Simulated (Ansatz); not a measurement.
**Worked example: H3O⁺, triplet against H3O⁺, singlet**

Geometry (PBE0/def2-TZVP stationary point of a singlet), kept for both states:

```yaml
atoms:
  - { symbol: O, position_ang: [0.0002, -0.0001, -0.0419] }
  - { symbol: H, position_ang: [0.9410, 0.0142, 0.2253] }
  - { symbol: H, position_ang: [-0.4835, 0.8094, 0.2180] }
  - { symbol: H, position_ang: [-0.4600, -0.8219, 0.2221] }
```

Basis cc-pVDZ; Ansatz 0.2.0. Correlated methods freeze the noble-gas cores. Prefix R: restricted or restricted open-shell reference; prefix U: unrestricted.

Full CI isn't at hand for all of this; UCCSDT(Q) serves as the reference, and is uncertain by the last step of the cluster series or more.

```csv
level,"E(H3O⁺, singlet) (hartree)","E(H3O⁺, triplet) (hartree)"
UHF,-76.311498,-75.928650
UMP2,-76.514505,-76.098460
UCCSD(T),-76.528852,-76.119994
PBE,-76.618507,-76.219403
r2SCAN,-76.665657,-76.265584
UCCSDT(Q),-76.529449,-76.120633
```

Give the vertical gap, H3O⁺ triplet less H3O⁺ singlet, at each level in eV (1 hartree = 27.2114 eV), and each error against UCCSDT(Q).

UCCSDT(Q): (-76.120633 − (-76.529449)) × 27.2114 = 11.124 eV (the reference)
r2SCAN: (-76.265584 − (-76.665657)) × 27.2114 = 10.887 eV, error -0.237 eV
PBE: (-76.219403 − (-76.618507)) × 27.2114 = 10.860 eV, error -0.264 eV
UCCSD(T): (-76.119994 − (-76.528852)) × 27.2114 = 11.126 eV, error 0.002 eV
UMP2: (-76.098460 − (-76.514505)) × 27.2114 = 11.321 eV, error 0.197 eV
UHF: (-75.928650 − (-76.311498)) × 27.2114 = 10.418 eV, error -0.706 eV

Total energies of functionals can't be set beside those of wave-function methods, since they hold the core's correlation and their own absolute errors; only the differences compare.

In so small a basis the reference is far from its limit while semilocal and hybrid functionals are nearer theirs, so the functionals' errors here hold much of the reference's basis and frozen-core error, which can add to them or hide them.

Each level lands on the state that its own search finds. T1 diagnostics of restricted CCSD: 0.006 and 0.011.
